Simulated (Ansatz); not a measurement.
Ansatz (an electronic-structure program) input (B3LYP-D3(BJ)/def2-TZVP):

Ansatz 0.2 input:
```yaml
crystal:
  periodic: [false, false, false]
  atoms:
    - {symbol: C, position_ang: [-0.02269234, -0.87331765, 1.21794128]}
    - {symbol: C, position_ang: [-0.00904535, 0.49001710, 1.12197466]}
    - {symbol: C, position_ang: [-0.01163490, -0.91154440, -0.37146979]}
    - {symbol: C, position_ang: [0.00074607, 0.63037382, -0.36858358]}
    - {symbol: H, position_ang: [-0.00567021, 1.31001170, 1.85482017]}
    - {symbol: H, position_ang: [-0.90016167, -1.35180374, -0.85352734]}
    - {symbol: H, position_ang: [0.87874581, -1.36511823, -0.83777138]}
    - {symbol: H, position_ang: [0.89631978, 1.09052054, -0.84009384]}
    - {symbol: H, position_ang: [-0.88388990, 1.10360607, -0.84786913]}
basis:
  gaussian:
    orbitals: def2-TZVP
hamiltonian:
  xc: b3lyp
  dispersion: d3bj
total_charge: -1
relax: {f_tol: 0.002, max_steps: 150}
```

End of the output:

```
mean field -4227.89306420 eV, -155.3722043404 hartree, gradient 2.6e-5 eV, S^2 0.000000; 0 other end points of the search recorded, 0 dependent functions left out
the calculation of the forces begins
reference -4227.89329270 eV, -155.3722127378 hartree; 15, 15 occupied and 139, 139 virtual orbitals, 940 factors
relax step   5: F+E_penalty+E_count = -4228.16182754 eV  Δ(F+E_penalty+E_count) = -6.376e-6 eV  max|allowed force component| = 3.011e-3 eV/Å  Δτ_max = 0.0006 Å  (32 SCF iters, accepted)
these checks for a lower state are left out or cut short: starts, cluster_reference, orbital_swaps, neighbouring_geometries, increment
integrals: 0.05 GiB planned
940 factors; their error is unknown
mean field: 0.61 GiB planned
mean field -4227.89306801 eV, -155.3722044804 hartree, gradient 2.6e-5 eV, S^2 0.000000; 0 other end points of the search recorded, 0 dependent functions left out
the calculation of the forces begins
reference -4227.89329651 eV, -155.3722128776 hartree; 15, 15 occupied and 139, 139 virtual orbitals, 940 factors
relax step   6: F+E_penalty+E_count = -4228.16182815 eV  Δ(F+E_penalty+E_count) = -6.051e-7 eV  max|allowed force component| = 1.679e-3 eV/Å  Δτ_max = 0.0004 Å  (32 SCF iters, accepted)
integrals: 0.05 GiB planned
940 factors; their error is unknown
mean field: 0.61 GiB planned
mean field evaluation 64: about -4227.9066 eV, gradient 1.4e0 eV
mean field -4227.89306801 eV, -155.3722044804 hartree, gradient 2.6e-5 eV, S^2 0.000000; 1 other end points of the search recorded, 0 dependent functions left out
the calculation of the forces begins
reference -4227.89329651 eV, -155.3722128776 hartree; 15, 15 occupied and 139, 139 virtual orbitals, 940 factors
Total energy: -4228.16205665 eV, -155.3820896306 hartree
Atom 0 at    -0.020632    -0.870931     1.209350 Å, force    -0.000656    -0.000300     0.000402 eV/Å
Atom 1 at    -0.009374     0.491748     1.113370 Å, force     0.000588     0.000050    -0.000187 eV/Å
Atom 2 at    -0.011231    -0.908009    -0.366069 Å, force     0.001679     0.000259    -0.000565 eV/Å
Atom 3 at     0.000985     0.651525    -0.391930 Å, force    -0.001615    -0.000143     0.000230 eV/Å
Atom 4 at    -0.007918     1.273132     1.883502 Å, force     0.000041     0.000044    -0.000010 eV/Å
Atom 5 at    -0.897355    -1.367308    -0.829556 Å, force    -0.000003     0.000155     0.000510 eV/Å
Atom 6 at     0.873699    -1.380677    -0.818230 Å, force    -0.000185    -0.000518    -0.000221 eV/Å
Atom 7 at     0.892873     1.109947    -0.857304 Å, force    -0.000151    -0.000139     0.000276 eV/Å
Atom 8 at    -0.878330     1.123319    -0.867711 Å, force     0.000302     0.000594    -0.000434 eV/Å
Dipole moment:     0.009037     0.532393    -0.795679 e Å
```

It need not be the lowest isomer of its formula. Whether it binds its extra electron was not tested at this geometry.
